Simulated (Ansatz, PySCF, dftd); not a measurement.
System: CHCl₂, charge 0, doublet. CHCl2 (SMILES [CH](Cl)Cl, doublet).
B3LYP-D3(BJ)/def2-TZVP minimum from Ansatz (a quantum-chemistry and plane-wave program):
```
C
H 1 1.0785
Cl 1 1.7039 2 117.35
Cl 1 1.7039 2 117.35 3 153.21
```
Charge 0, spin multiplicity 2.

Wanted: enthalpy of formation at 298 K (by atomisation, with ideal-gas terms from PySCF's Hessian at B3LYP-D3(BJ)/def2-TZVP and the atoms' measured values of the G2/97 table; no spin-orbit terms), in kJ/mol. UHF or UKS for unpaired electrons; spin-orbit terms are left out. Correlated methods leave the cores frozen. Rows without X2C or -DK are non-relativistic. CBS(X,Y): correlation extrapolated as X^-3, Hartree-Fock from the larger set (Q,5: extrapolated as (X+1)exp(-9√X)). A bracket is a step between two methods taken in the basis named. The functionals are non-relativistic, so their misses hold any scalar relativity. Double hybrids freeze cores in their MP2 part. 'core' is core correlation in cc-pwCVTZ (1s frozen past Ne), 'X2C' scalar relativity in cc-pVTZ-DK, both at CCSD(T). For partners of very few electrons the exact lower level stands in for a higher one.

| level | program | enthalpy of formation at 298 K (kJ/mol) | difference against the last row |
|---|---|---|---|
| B3LYP-D3(BJ)/def2-TZVPD | Ansatz + dftd3 | 84.9 | 6.4 |
| CAM-B3LYP-D4/def2-TZVPD | Ansatz + dftd4 | 87.6 | 9.1 |
| wB97X-V/def2-TZVPD | Ansatz | 75.6 | -2.9 |
| B2PLYP-D3(BJ)/def2-TZVPD | Ansatz + dftd3 | 95.0 | 16.5 |
| B2GP-PLYP-D4/def2-TZVPD | Ansatz + dftd4 | 102.0 | 23.5 |
| B2GP-PLYP/def2-TZVPD | Ansatz | 105.2 | 26.7 |
| CCSD/cc-pV(Q+d)Z | Ansatz | 136.5 | 58.0 |
| CCSDT(Q)/cc-pV(D+d)Z | Ansatz | 198.0 | 119.5 |
| CCSD(T)/CBS(cc-pV(Q+d)Z,cc-pV(5+d)Z) + [CCSDT(Q) - CCSD(T)]/cc-pV(D+d)Z + core + X2C | Ansatz | 78.5 | 0.0 |
